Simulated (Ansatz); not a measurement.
# Isomers and spin states of BPH3

Ansatz 0.2.0, basis cc-pVDZ; geometries are PBE0/def2-TZVP minima. Wave-function levels freeze the cores; HF, MP2 and coupled cluster are restricted for singlets and unrestricted otherwise, Kohn–Sham unrestricted where that lies lower. The reference is CCSDT(Q) (coupled cluster only where its series has nearly closed). Semilocal and hybrid functionals correlate all electrons outside any core potential and usually lie nearer their basis limit than the reference, so part of their error here is the reference's basis and frozen-core error; RPA and the MP2 part of double hybrids freeze the same cores as the reference. None of these values is a measured one. Energies are electronic, without zero-point terms. The set is small: such energies can lie up to about 0.3 eV from the limit, spin gaps mostly less, so near ties and functionals' places can change in larger sets. No spin–orbit coupling and no scalar relativity. The species are chosen: bound, without strong static correlation by their natural occupations or amplitudes, and with a ladder that closes on the reference, so errors are smaller than for species at large; levels whose determinant breaks symmetry or spin markedly are left out.

A. doublet; B–P 1.877, B–H 1.196/1.197, P–H 1.425, angles at P 96°, angles at B 119/120/121°. Coordinates (Å): B 0.029 0.050 1.315; P -0.026 -0.063 -0.558; H -0.342 1.050 1.859; H 0.329 -0.900 1.977; H 0.511 1.234 -0.802
B. doublet; B–P 1.817, B–H 1.187, P–H 1.410/1.416, angles at P 100/106/109°, angles at B 136°. Coordinates (Å): B 0.100 0.160 1.325; P -0.080 -0.033 -0.473; H 0.034 -0.552 2.272; H 0.686 -1.149 -0.892; H 0.665 1.014 -1.051

Task: From bonding and spin, estimate the order of these in energy at CCSDT(Q), each at its own geometry.

Result: At CCSDT(Q), above the lowest of those listed: A (0.0 kJ/mol), B (84.1 kJ/mol).

| level | B less A (kJ/mol) |
| --- | --- |
| CCSDT(Q) | 84.1 |
| HF | 88.0 |
| MP2 | 81.7 |
| CCSD | 86.6 |
| CCSD(T) | 84.5 |
| PBE | 73.8 |
| r2SCAN | 69.8 |
| B3LYP | 83.4 |
| wB97M-V | 85.7 |

Every level shown puts the same form lowest.

The geometries are PBE0's, not this basis's own minima.
